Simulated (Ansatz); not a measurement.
The input, for Ansatz 0.2.0:

```yaml
crystal:
  periodic: [false, false, false]
  atoms:
    - {symbol: Mg, position_ang: [-0.735151, 0.000000, 1.278173]}
    - {symbol: Mg, position_ang: [0.731014, 0.000000, -1.394292]}
    - {symbol: H, position_ang: [0.099775, 0.000000, 2.800043]}
basis:
  gaussian: {orbitals: STO-3G}
magnetization: {spin_polarized: true, initial_magnetization: 1}
correlation: {method: mp2, electrons: outside_noble_gas}
charge: 1
output: {forces: true}
```

```sh
$ ansatz run in.yaml --threads 1 --pin off --events-out ev --progress --plain --max-ram 2393MiB
```

(1) One thing in this input was set wrong on purpose, beside settings that are merely unusual. What is the gravest fault, and what does the program do?

## Answers

(1) Unknown input key. How the run ends: refused.
```
Error: YAML parse error: error: line 11 column 1: unknown field `charge`, expected one of crystal, accuracy, basis, kpoints, hamiltonian, magnetization, projection, total_charge, correlation, batch, efield, external_charges, scf, relax, neb, saddle, md, ramp, phonons, dielectric, real_time, elastic, magnetic_configurations, gw, evaluate, workflow, output, checkpoint, execution
  --> <input>:11:1
   |
 9 | magnetization: {spin_polarized: true, initial_magnetization: 1}
10 | correlation: {method: mp2, electrons: outside_noble_gas}
11 | charge: 1
   | ^ unknown field `charge`, expected one of crystal, accuracy, basis, kpoints, hamiltonian, magnetization, projection, total_charge, correlation, batch, efield, external_charges, scf, relax, neb, saddle, md, ramp, phonons, dielectric, real_time, elastic, magnetic_configurations, gw, evaluate, workflow, output, checkpoint, execution
12 | output: {forces: true}
   |
```
